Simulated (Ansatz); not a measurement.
The first iterations of a band of C2H7Al (10 atoms, charge 0, multiplicity 1).

Method: RKS PBE0/6-31G* in Ansatz.

```
movable images  : 5
climbing image  : yes
spring          : 5.0 eV/Å²
optimiser       : quadratic models (default)
start path      : through a guess of the saddle point
force threshold : 0.05 eV/Å
iteration limit : 60
end points      : relaxed
```

Image 0:

```xyz
10
Properties=species:S:1:pos:R:3
Al 0.486 0.062 -0.145
C 0.930 -0.020 1.767
H 0.055 -0.131 2.417
H 1.607 -0.860 1.977
H 1.466 0.884 2.086
H 1.690 0.189 -1.198
C -1.370 -0.016 -0.787
H -1.844 -0.967 -0.508
H -1.986 0.773 -0.334
H -1.449 0.084 -1.875
```

Image 6:

```xyz
10
Properties=species:S:1:pos:R:3
Al 0.049 0.996 -1.664
C 1.405 -0.182 1.719
H 0.359 -0.440 1.530
H 1.731 -0.660 2.647
H 1.505 0.902 1.815
H 2.029 -0.534 0.893
C -1.615 0.117 -0.988
H -1.444 -0.935 -0.710
H -2.020 0.620 -0.097
H -2.415 0.117 -1.745
```

| iteration | highest image above the first end (eV) | largest band force component (eV/Å) |
| --- | --- | --- |
| 1 | 5.307 | 5.162 |
| 2 | 4.217 | 2.173 |
| 3 | 3.199 | 2.312 |
| 4 | 2.759 | 2.576 |
| 5 | 2.759 | 1.947 |

Problem. Does the band converge within its limit, and where does its top end?

Solution. It converged. It ended after 16 iterations with the highest image 3.144 eV above the first end. Neighbouring images differ by up to 3.1 eV, so the band resolves the path poorly. A vibrational analysis at the climbing image gives one clearly imaginary mode, 1284i cm⁻¹: a first-order saddle point. The orbitals stay closed-shell, which can raise the energy where a bond breaks towards radicals; this wasn't checked here.

Run time: 3.3 min on 1 thread of Arm Neoverse V1, on a shared host, peak memory 0.12 GiB.
